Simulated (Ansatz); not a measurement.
**CH6Si2: a ladder of functionals and wavefunction methods**

How much do the methods differ for CH6Si2? The plan is to run it at one geometry with functionals of several rungs and with coupled cluster, and see how far each lands from CCSD(T) at the basis-set limit for the atomisation energy.

Program: Ansatz 0.2.0, Gaussian basis. Level of theory: functionals in def2-TZVPP, the program's frozen cores in correlated methods. These are calculated values, not measurements.

Levels to be run: LDA (SPW92), PBE-D4, revPBE-D4, BLYP-D4, r2SCAN-D4, B97M-V, PBE0-D4, B3LYP-D4, r2SCANh-D4, r2SCAN0-D4, HSE06-D4, BHLYP-D4, CAM-B3LYP-D4, LC-ωPBE, ωB97X-V, ωB97M-V, B2PLYP, PBE-QIDH; CCSD(T)/def2-SVP; CCSD(T)/def2-TZVPP; MP2/def2-QZVPP; extrapolation to the limit; RPA on PBE.

### Step 1. The geometry

All runs share one geometry, relaxed beforehand with PBE0-D4 in a triple-zeta def2 set.

9 atoms, charge 0, spin multiplicity 1.

Atoms are counted from 1 here; the program's logs count them from 0.

Bond lengths: C1–Si2 1.897 Å, C1–Si3 1.897 Å, C1–H4 1.088 Å, C1–H5 1.088 Å, Si2–Si3 2.247 Å, Si2–H6 1.482 Å, Si2–H7 1.482 Å, Si3–H8 1.482 Å, Si3–H9 1.482 Å. Angles: Si2–C1–Si3 72.6°, Si2–C1–H4 117.1°, Si2–C1–H5 117.0°, Si3–C1–H4 117.1°, Si3–C1–H5 117.1°, H4–C1–H5 111.3°, C1–Si2–Si3 53.7°, C1–Si2–H6 116.2°, C1–Si2–H7 116.2°, Si3–Si2–H6 121.8°, Si3–Si2–H7 121.8°, H6–Si2–H7 113.1°, C1–Si3–Si2 53.7°, C1–Si3–H8 116.2°, C1–Si3–H9 116.2°, Si2–Si3–H8 121.8°, Si2–Si3–H9 121.9°, H8–Si3–H9 113.1°.

### Step 2. LDA

This LDA is Slater exchange with PW92 correlation.

Contents of in.yaml:

```yaml
crystal:
  periodic: [false, false, false]
  atoms:
    - {symbol: C, position_ang: [-0.725484, 0.023837, -0.661840]}
    - {symbol: Si, position_ang: [0.891555, 0.865977, -0.136778]}
    - {symbol: Si, position_ang: [-0.068105, -0.907944, 0.854521]}
    - {symbol: H, position_ang: [-1.644068, 0.592461, -0.533364]}
    - {symbol: H, position_ang: [-0.720488, -0.508852, -1.610437]}
    - {symbol: H, position_ang: [0.767024, 2.234031, 0.418590]}
    - {symbol: H, position_ang: [2.037730, 0.718162, -1.064124]}
    - {symbol: H, position_ang: [0.410767, -2.289862, 0.616829]}
    - {symbol: H, position_ang: [-0.860531, -0.774310, 2.099404]}
basis:
  gaussian: {orbitals: def2-TZVPP}
hamiltonian: {xc: lda}
output: {orbitals: {seedname: orbitals}}
```

The run is started by

```console
> ansatz run in.yaml --threads 2 --pin off --events-out ev --progress --plain --max-ram 4352MiB
```

After this run come: PBE-D4 (GGA); revPBE-D4 (GGA); BLYP-D4 (GGA); r2SCAN-D4 (meta-GGA); B97M-V (meta-GGA); B3LYP-D4 (hybrid); r2SCANh-D4 (hybrid); r2SCAN0-D4 (hybrid); HSE06-D4 (hybrid); BHLYP-D4 (hybrid); CAM-B3LYP-D4 (range-separated); LC-ωPBE (range-separated); ωB97X-V (range-separated); ωB97M-V (range-separated); B2PLYP (double hybrid); PBE-QIDH (double hybrid); CCSD(T) in def2-SVP; CCSD(T) in def2-TZVPP; MP2 in def2-QZVPP; RPA on PBE orbitals.

**Question.** What will the summary of the whole plan be? Wanted: atomisation energy, CCSD(T)/CBS; farthest beyond LDA; mean size of error, GGA; mean size of error, meta-GGA; mean size of error, hybrid; mean size of error, range-separated; mean size of error, double hybrid; gap, smallest and largest; T1 diagnostic.

The runs gave:

```
                               quantity                                                                                          value
        atomisation energy, CCSD(T)/CBS                                                                                  2863.6 kJ/mol
 functionals within 14.3 kJ/mol (0.5 %)  PBE-D4, r2SCAN-D4, PBE0-D4, B3LYP-D4, r2SCANh-D4, r2SCAN0-D4, HSE06-D4, CAM-B3LYP-D4, ωB97M-V
                    farthest beyond LDA                                                                        BHLYP-D4 (-46.9 kJ/mol)
                mean size of error, GGA                                                                                    27.6 kJ/mol
           mean size of error, meta-GGA                                                                                    18.4 kJ/mol
             mean size of error, hybrid                                                                                    14.4 kJ/mol
    mean size of error, range-separated                                                                                    12.9 kJ/mol
      mean size of error, double hybrid                                                                                    32.8 kJ/mol
              gap, smallest and largest                                                      4.67 eV (LDA (SPW92)), 11.14 eV (LC-ωPBE)
                          T1 diagnostic                                                                                         0.0127
triples share of the correlation energy                                                                                          4.0 %
```

In words: LDA overbinds by 333.4 kJ/mol (12 %). PBE-D4 is off by +3.0 kJ/mol. Double hybrids carry the basis error of their MP2 part in triple zeta, and no dispersion term here, so their miss is partly the set-up's. By mean error the best rung here is range-separated (12.9 kJ/mol) and the worst beyond LDA is double hybrid (32.8 kJ/mol). The gap between the best rungs is small, so their order is not settled. The reference freezes the cores and leaves out relativity and excitations past (T), so misses under about 14.3 kJ/mol can't be ranked. Hartree-Fock recovers 75 % of the binding; the rest is correlation. CCSD(T) in def2-SVP is off by -182.0 kJ/mol, so the small basis spoils what the method gains. Orbital gaps span 4.7 to 11.1 eV; exact exchange widens them.
